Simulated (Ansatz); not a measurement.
Geometry optimisation, RKS BLYP-D4/6-31G* (Ansatz 0.2.0).

Input file:

```yaml
crystal:
  periodic: [false, false, false]
  atoms:
    - { symbol: Al, position_ang: [0.114851, -0.543402, -0.366144] }
    - { symbol: F, position_ang: [-0.139327, 0.219158, 2.397789] }
    - { symbol: H, position_ang: [1.464014, 0.265459, -0.642312] }
    - { symbol: H, position_ang: [-1.311419, -0.034667, -0.868363] }
    - { symbol: P, position_ang: [0.249044, -2.553416, 0.745591] }
    - { symbol: H, position_ang: [-0.720996, -3.325103, 0.037561] }
    - { symbol: H, position_ang: [1.394953, -3.121486, 0.114853] }
    - { symbol: H, position_ang: [-0.093619, -0.706142, 2.572625] }
basis:
  gaussian: { orbitals: "6-31G*" }
hamiltonian:
  xc: blyp
  dispersion: d4
relax:
  f_tol: 0.03
  max_steps: 50
output:
  orbitals: {}
```

Command:

```bash
$ ansatz run input.yaml --threads 1 --pin off --max-ram 2048MiB --backend cpu --events-out ev --progress --plain --runs-dir out
```

Question: Where does it end, and by what steps?

Answer: The forces met the threshold. After 9 steps the energy has fallen by 0.414 eV; F2 moved furthest, 0.55 Å. Joined: Al1–F2 (2.88 → 2.02 Å).

```json
{"step": "0", "energy less start (eV)": "0.0000", "largest force component (eV/Å)": "0.727", "accepted": "yes"}
{"step": "1", "energy less start (eV)": "-0.1275", "largest force component (eV/Å)": "0.529", "accepted": "yes"}
{"step": "2", "energy less start (eV)": "-0.2884", "largest force component (eV/Å)": "0.678", "accepted": "yes"}
{"step": "3", "energy less start (eV)": "-0.3757", "largest force component (eV/Å)": "0.474", "accepted": "yes"}
{"step": "4", "energy less start (eV)": "-0.3929", "largest force component (eV/Å)": "0.290", "accepted": "yes"}
{"step": "5", "energy less start (eV)": "-0.4036", "largest force component (eV/Å)": "0.119", "accepted": "yes"}
{"step": "6", "energy less start (eV)": "-0.4087", "largest force component (eV/Å)": "0.050", "accepted": "yes"}
{"step": "7", "energy less start (eV)": "-0.4115", "largest force component (eV/Å)": "0.054", "accepted": "yes"}
{"step": "8", "energy less start (eV)": "-0.4121", "largest force component (eV/Å)": "0.127", "accepted": "yes"}
{"step": "9", "energy less start (eV)": "-0.4138", "largest force component (eV/Å)": "0.012", "accepted": "yes"}
```

```xyz
8
Properties=species:S:1:pos:R:3
Al 0.072 -0.318 -0.107
F -0.102 0.046 1.874
H 1.451 0.378 -0.496
H -1.352 0.098 -0.689
P 0.230 -2.542 0.811
H -0.748 -3.361 0.180
H 1.419 -3.152 0.325
H -0.012 -0.948 2.093
```

Whether the end is a true minimum wasn't checked by a vibrational analysis.

Run time: 24 s on 1 thread of Intel(R) Xeon(R) Platinum 8259CL CPU @ 2.50GHz (Skylake/Cascade Lake), with other jobs on the host, peak memory 0.15 GiB.
